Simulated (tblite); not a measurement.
Problem. Write Cartesian coordinates for InChI=1S/C2H2N2S/c1-3-4-2-5-1/h1-2H as optimised with GFN2-xTB.

Solution. 
```xyz
7
C2H2N2S angstrom
C      1.1656    0.1274    0.0119
N      0.7246   -0.9077    0.6237
N     -0.5958   -0.9556    0.6974
C     -1.1760    0.0417    0.1415
S     -0.0814    1.1948   -0.5607
H      2.2047    0.3335   -0.1441
H     -2.2383    0.1709    0.1028
```

Orientation and origin are arbitrary. Atoms count from 1 in this order. N2 (pyridine-type nitrogen) is bent (angle 113.5°). The 5-membered ring C1–N2–N3–C4–S5 has internal angles of 84.9° to 114.0°; it is planar, 0.00 Å rms from its mean plane, widest ring torsion 0°. The 5 heavy atoms lie in one plane (0.000 Å rms).

Bonds between heavy atoms (Å): C1–N2 1.281, N2–N3 1.323, N3–C4 1.281, C4–S5 1.738, C1–S5 1.738.

Structure optimised with GFN2-xTB, isolated species.

Point group: C2v (every atom within 0.08 Å of its image). Its GFN2-xTB frequencies are all real (lowest 461 cm⁻¹).

These are computed values.
